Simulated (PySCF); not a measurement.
Broadened absorption spectrum of C5H6

Compound: C5H6.
InChI=1S/C5H6/c1-3-5-4-2/h3,5H,1-2H2

Computed with PySCF, TDDFT B3LYP/def2-SVPD, vertical, gas phase, core orbitals frozen in the response. Isolated species at its PBE0-D3(BJ)/def2-SVP geometry (one conformer only). Torsions of this conformer, `[CH2:1]=[C:2]=[CH:3][CH:4]=[CH2:5]`: C2–C3–C4–C5 180°.

Computed states:

| state | E (eV) | f |
| --- | --- | --- |
| S1 | 5.12 | 0.0000 |
| S2 | 5.42 | 0.0002 |
| S3 | 5.70 | 0.783 |
| S4 | 6.28 | 0.0022 |
| S5 | 6.73 | 0.010 |
| S6 | 6.84 | 0.0012 |
| S7 | 6.88 | 0.0048 |
| S8 | 7.23 | 0.158 |
| S9 | 7.44 | 0.323 |
| S10 | 7.64 | 0.024 |

Each state is given a Gaussian of 0.3 eV full width at half maximum, with ε(max) = 2.175×10⁸ f / Δν̃ (Δν̃ the width in cm⁻¹). The width is an assumption, not a result. The curve ends short of the highest state used, and states not computed would add to its high-energy end.

Problem. Give the broadened spectrum and its maxima.

Solution. 
λ (nm), ε (L mol⁻¹ cm⁻¹) and a bar:
```
    176.1       5078 ##
    178.7       1736 #
    181.2       1305 #
    183.8       1273 #
    186.3        909 
    188.9        432 
    191.4        188 
    193.9        158 
    196.5        197 
    199.0        201 
    201.6        275 
    204.1       1073 
    206.7       4884 ##
    209.2      15253 #######
    211.8      35167 ###############
    214.3      57266 #########################
    216.9      70024 ##############################
    219.4      64579 ############################
    222.0      45512 ###################
    224.5      25620 ###########
    227.1      11195 #####
    229.6       4112 ##
    232.2       1193 #
    234.7        308 
    237.3         66 
    239.8         16 
    242.4          5 
    244.9          3 
    247.5          2 
    250.0          1 
    252.6          1 
    255.1          0 
    257.7          0 
    260.2          0 
    262.8          0 
    265.3          0
```

Maxima: 217 nm (5.70 eV), ε about 70000, made up of S3 (100%); 198 nm (6.27 eV), ε about 200, made up of S4 (98%) (hardly more than a shoulder); 182 nm (6.80 eV), ε about 1300, made up of S5 (63%) and S7 (26%) (hardly more than a shoulder) (ε in L mol⁻¹ cm⁻¹; maxima over ε = 5, shares over 10%). At its high-energy end, 7.04 eV, the curve is still rising (ε about 5000, from S8).

Problem. Coming from long wavelengths, where does ε first pass 100 L mol⁻¹ cm⁻¹?

Solution. At about 237 nm (5.24 eV), 0.12 eV above S1.

Problem. What would ε be at 5.70 eV, the highest of these maxima, with half the width (0.15 eV)?

Solution. About 140000 L mol⁻¹ cm⁻¹ against 70400, a factor of about 2.00; a lone state at its own centre would give exactly 2.

Problem. On this curve, what absorbance would a 10⁻⁴ mol/L sample give at 248 nm over a 1 cm path?

Solution. 248 nm is 4.999 eV, where ε is about 1.8 L mol⁻¹ cm⁻¹, so A = ε c l ≈ 0.00018 (Beer–Lambert, with the gas-phase spectrum and the assumed width).

The vertical ionisation energy (ΔSCF) is 8.64 eV, 1.00 eV above S10.

On one thread of an Arm Neoverse V2, on a shared host, this took 38 s wall (with the writing of density and orbital grids) and 0.62 GiB of memory at its peak.
